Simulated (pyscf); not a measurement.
Structures and frequencies: ωB97X-D3(BJ)/def2-SVP in PySCF. MP2 and CC: frozen core, UHF for open shells. ΔMP2 is the change of the MP2 total energy from the triple- to the quadruple-zeta basis.

Problem. PBE/def2-TZVP puts the barrier of H₂N–GeH₂–F (SMILES [NH2][GeH2][F]) -> F–GeH: (SMILES [F][GeH]) [singlet] + NH₃ (SMILES N) (1,1-elimination; singlet surface; Ge–N, Ge–H broken, H–N formed) at 214.0 kJ/mol and the reaction energy at +119.0 kJ/mol, from the reactant's lowest minimum found. What do PBE0-D3(BJ)/def2-TZVP, ωB97M-D3(BJ)/def2-TZVP, CCSD(T)/def2-TZVPP + ΔMP2(QZVPP) give on the same structures?

Solution. PBE0-D3(BJ): ΔE‡ = 246.6 kJ/mol, ΔE = +141.4 kJ/mol; ωB97M-D3(BJ): ΔE‡ = 258.7 kJ/mol, ΔE = +124.2 kJ/mol; CCSD(T): ΔE‡ = 263.0 kJ/mol, ΔE = +140.5 kJ/mol. PBE's barrier lies under all of them, by 32.6 to 49.0 kJ/mol. Its reaction energy lies under all of them, by 5.2 to 22.4 kJ/mol. Low barriers are usual for a GGA, whose delocalisation error favours stretched bonds. On the product side the descent ends in an adduct with a Ge–N contact, 105.0 kJ/mol under the separated species and 227.8 kJ/mol under the saddle at ωB97X-D3(BJ)/def2-TZVP. What is counted as broken (Ge–N) persists as a longer contact in the product adduct; parting that adduct is a step of its own. This is the saddle that the search found; another between the same sides may lie lower. The CCSD(T) − MP2 part came from Ansatz, without density fitting, on the same reference. The frozen core leaves the outer d or s,p core shells of the metals and heavy elements correlated in the MP2 and CC values, and def2-TZVPP describes them poorly, which can shift differences by a few kcal/mol. Elements up to Kr have no core potential and no relativistic terms here.
